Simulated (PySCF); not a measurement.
Molecule: SMILES CP(C)(C)=S, C3H9PS.

Bonds (- single, = double, # triple, : aromatic): C1-P2 1.823 Å, P2-C3 1.823 Å, P2-C4 1.823 Å, P2=S5 1.948 Å. C1 carries H6, H7, H8; C3 carries H9, H10, H11; C4 carries H12, H13, H14.

Geometry PBE0-D3(BJ)/def2-SVP throughout; GIAO in PySCF 2.14.0 with density-fitted response routines, gas phase, one conformer, non-relativistic; equivalent atoms averaged; functional PBE0.

(1) How do the shifts δ (against TMS, H3PO4, CS2 at the same level) depend on the basis set? (ppm; last column core-seconds on 1 thread of an Arm Neoverse V1, shared host)

(2) Which nucleus moves most, in ppm?

(3) Taking the largest basis, pcSseg-2 (320 functions), as the yardstick, rank the others by their worst heavy-atom deviation.

## Answers

(1) 
```csv
basis set,functions,C1/C3/C4,P2,S5,H6/H7/H8/H9/H10/H11/H12/H13/H14,core-s
pcSseg-0,71,26.2,-81.7,-214.4,1.36,5.9
cc-pVDZ,123,23.9,17.1,-212.2,1.35,12
aug-cc-pVDZ,204,25.7,-4.5,-191.4,1.51,24
IGLO-III,283,25.9,12.1,-198.4,1.44,37
cc-pVTZ,284,25.0,-4.9,-207.1,1.47,40
pcSseg-2,320,25.7,9.3,-211.6,1.44,51
```

(2) P2 (phosphorus bonded to 3 C, S): from -81.7 ppm with pcSseg-0 to 17.1 ppm with cc-pVDZ. The smallest spread is 0.16 ppm, at H6/H7/H8/H9/H10/H11/H12/H13/H14. Proton shifts span only some 12 ppm, so a few tenths of a ppm matter as much there as several ppm in carbon.

(3) cc-pVDZ 7.8 ppm (123 functions), IGLO-III 13.2 ppm (283 functions), cc-pVTZ 14.2 ppm (284 functions), aug-cc-pVDZ 20.2 ppm (204 functions), pcSseg-0 91.0 ppm (71 functions).

A small basis that lands close on one nucleus may do so by chance; judge by the trend and by all nuclei.
